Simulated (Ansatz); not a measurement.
Basis-set extrapolation for C2H2FNO, SMILES `N=C(F)C=O` (PBE0-D4/def2-TZVP geometry, frozen core, the Gaussian-basis code of Ansatz). Multiplicity 1, RHF reference.

```tsv
	def2-TZVPP	def2-QZVPP
HF	-305.750734	-305.764100
MP2 correlation	-0.978890	-1.055356
CCSD(T) correlation	-1.031860	not run
```

Energies in hartree. Use E(X) = E(∞) + A·exp(−7.88·√X) for Hartree–Fock and E(X) = E(∞) + B·X^(−2.97) for correlation, with X = 3 and 4, and add CCSD(T) minus MP2 of the smaller set to the MP2 limit.

**Question.** What is the CCSD(T) energy at the basis-set limit?

**Answer.** HF limit: -305.764100 + (-0.013366) × 0.13774 = -305.76594. MP2 limit: -1.055356 + (-0.076466) × 0.74074 = -1.11200. Higher-order term: -1.031860 − (-0.978890) = -0.05297. Total: -306.93091 hartree, 389.4 kJ/mol below CCSD(T)/def2-TZVPP.
